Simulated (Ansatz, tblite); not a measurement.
# The cluster Mg2Te: one state, many levels

One table from this session's results is given with a row withheld; the runs are named, their logs left out.

Computed with Ansatz 0.2.0, Gaussian basis. Level: as each input shows.

Levels to be run: GFN1-xTB, GFN2-xTB, PBE-D4/def2-TZVP, r2SCAN-D4/def2-TZVP, B2PLYP/def2-TZVP, revPBE-D4/def2-TZVP, BLYP-D4/def2-TZVP, BHLYP-D4/def2-TZVP, HSE06-D4/def2-TZVP, PBE-D4/def2-SVP, PBE0-D4/def2-SVP, PBE0-D4/def2-TZVPD, PBE-D4/def2-TZVPD, r2SCAN-D4/def2-TZVPD, CCSD(T)/def2-TZVPP, MP2/def2-TZVP, RPA/def2-TZVP, CCSD(T)/def2-TZVPD.

5 further runs of the same task are left out: 5 set aside as unsound or not needed.

### The structure

The singlet was relaxed beforehand with B3LYP-D4/def2-TZVP. At that level it is the lowest of the isomers that a small search found.

3 atoms, charge 0, spin multiplicity 1.

Bond lengths: Mg1–Te3 2.677 Å, Mg2–Te3 2.677 Å. Angles: Mg1–Te3–Mg2 62.0°.

Coordinates:

```xyz
3
charge 0, multiplicity 1
Mg    0.8670    1.2311   -0.4693
Mg   -0.9427   -0.7849   -0.9913
Te    0.0758   -0.4462    1.4607
```

Te takes a core potential in the def2 sets. No spin-orbit coupling is included.

PBE0-D4/def2-TZVP was run before; its log isn't repeated, and its numbers join the tables.

Set-up of the first run:

Tight binding, by tblite at 300 K electronic temperature and without a spin-polarisation term:

```python
tblite.interface.Calculator('GFN1-xTB', numbers, positions, charge=0, uhf=0).singlepoint()
```

Tight binding, by tblite at 300 K electronic temperature and without a spin-polarisation term:

```python
tblite.interface.Calculator('GFN2-xTB', numbers, positions, charge=0, uhf=0).singlepoint()
```

start.molden holds the orbitals of an earlier run on this state, given as this run's starting guess.

Input file in.yaml:

```yaml
crystal:
  periodic: [false, false, false]
  atoms:
    - {symbol: Mg, position_ang: [0.866986, 1.231059, -0.469331]}
    - {symbol: Mg, position_ang: [-0.942739, -0.784873, -0.991335]}
    - {symbol: Te, position_ang: [0.075754, -0.446186, 1.460665]}
basis:
  gaussian: {orbitals: def2-TZVP, initial_orbitals: start.molden}
hamiltonian: {xc: pbe, dispersion: d4}
scf: {omitted_lower_state_checks: [starts]}
output: {orbitals: {seedname: orbitals}}
```

Started as:

```console
$ ansatz run in.yaml --threads 2 --pin off --events-out ev --progress --plain --max-ram 32768MiB --backend cpu
```

Steps of the session up to this table: PBE-D4/def2-TZVP; r2SCAN-D4/def2-TZVP; B2PLYP/def2-TZVP; revPBE-D4/def2-TZVP; BLYP-D4/def2-TZVP; BHLYP-D4/def2-TZVP; HSE06-D4/def2-TZVP; PBE-D4/def2-SVP; PBE0-D4/def2-SVP; PBE0-D4/def2-TZVPD; PBE-D4/def2-TZVPD; r2SCAN-D4/def2-TZVPD; CCSD(T)/def2-TZVPP; MP2/def2-TZVP; RPA/def2-TZVP; CCSD(T)/def2-TZVPD.

One of the session's tables, all rows but one given; the rest of the session is left out.

It belongs to the step «Levels side by side». 

```
               level  HOMO (eV)  LUMO (eV)  gap (eV)
     PBE-D4/def2-SVP      -4.27      -3.54      0.73
    PBE-D4/def2-TZVP          ?          ?         ?
   PBE-D4/def2-TZVPD      -4.29      -3.57      0.72
 revPBE-D4/def2-TZVP      -4.23      -3.50      0.73
   BLYP-D4/def2-TZVP      -4.13      -3.45      0.68
 r2SCAN-D4/def2-TZVP      -4.37      -3.51      0.87
r2SCAN-D4/def2-TZVPD      -4.37      -3.51      0.86
    PBE0-D4/def2-SVP      -4.90      -3.04      1.85
   PBE0-D4/def2-TZVP      -4.91      -3.06      1.85
  PBE0-D4/def2-TZVPD      -4.91      -3.06      1.85
  HSE06-D4/def2-TZVP      -4.55      -3.40      1.15
  BHLYP-D4/def2-TZVP      -5.40      -2.47      2.94
```

**Question.** Estimate the row for PBE-D4/def2-TZVP.

**Answer.** HOMO (eV): -4.28; LUMO (eV): -3.56; gap (eV): 0.72. In the column «HOMO (eV)» it lies between PBE-D4/def2-TZVPD (-4.29) and PBE-D4/def2-SVP (-4.27).
